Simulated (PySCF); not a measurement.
**How the method changes the constants of AlN⁻**

State: ²Π (doublet), unpaired electrons π ↑. Set-up: basis Al def2-SVPD, N def2-SVPD; no relativity; PySCF 2.14. De refers to Al⁻ + N in their high-spin ground configurations, without counterpoise correction. The functionals are run spin-unrestricted. A positive dipole points towards N; it is taken about the centre of mass and depends on that origin.

```csv
Level,Re (Å),ωe (cm⁻¹),De (eV),μ (D)
PBE,1.802,804,n/a,-0.79
BP86,1.802,803,n/a,-0.85
r²SCAN,1.787,833,n/a,-0.84
PBE0,1.780,848,n/a,-1.04
HSE06,1.780,845,n/a,-1.06
```

The bond length runs from 1.780 Å (PBE0) to 1.802 Å (BP86).

The highest Kohn–Sham level is positive in this anion. Much of that is self-interaction error, but it also means that the finite basis helps to hold the extra electron. The state was picked by a PBE0 search and need not be the measured ground state.
